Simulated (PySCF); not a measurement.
Compound: CH3CF2CN, C3H3F2N.
Atom-mapped SMILES: `[CH3:1][C:2]([F:3])([F:4])[C:5]#[N:6]` (hydrogens: H7, H8, H9 on C1)

The calculation used TDDFT CAM-B3LYP/def2-SVPD, vertical, gas phase, core orbitals frozen in the response (PySCF). Isolated species at its PBE0-D3(BJ)/def2-SVP geometry, gas phase.

Computed singlets:

| state | E (eV) | f |
| --- | --- | --- |
| S1 | 7.49 | 0.0001 |
| S2 | 7.89 | 0.0001 |
| S3 | 7.92 | 0.0010 |
| S4 | 8.81 | 0.011 |
| S5 | 9.04 | 0.011 |
| S6 | 9.77 | 0.040 |
| S7 | 9.82 | 0.0017 |
| S8 | 9.93 | 0.034 |
| S9 | 10.10 | 0.038 |
| S10 | 10.39 | 0.034 |

Build the mean polarisability up from these states and compare it with the full response value.

Each state adds f / ΔE² (ΔE in hartree, 27.2114 eV).

```csv
state,f/ΔE² (au),running sum (au),running share of α (%)
S1,0.00,0.00,0.0
S2,0.00,0.00,0.0
S3,0.01,0.01,0.0
S4,0.11,0.12,0.3
S5,0.10,0.22,0.5
S6,0.31,0.53,1.3
S7,0.01,0.54,1.3
S8,0.25,0.79,1.9
S9,0.28,1.07,2.6
S10,0.23,1.30,3.1
```

The full response gives 41.79 au (6.19 Å³), so 40.5 au comes from the higher roots of the same equations.

By how much does the contribution of these states grow at 589.3 nm?

With ω = 0.0773 hartree each state's term in the mean polarisability goes from f / ΔE² to f / (ΔE² − ω²); the sum over all 10 states goes from 1.30 to 1.37 au, a rise of 0.06 au.

The largest single term belongs to S6, which also has the largest f.

A one-level model with all 34 active electrons at a single energy would need ΔE = √(N/α) = 24.5 eV to give this α, against S1 at 7.49 eV.
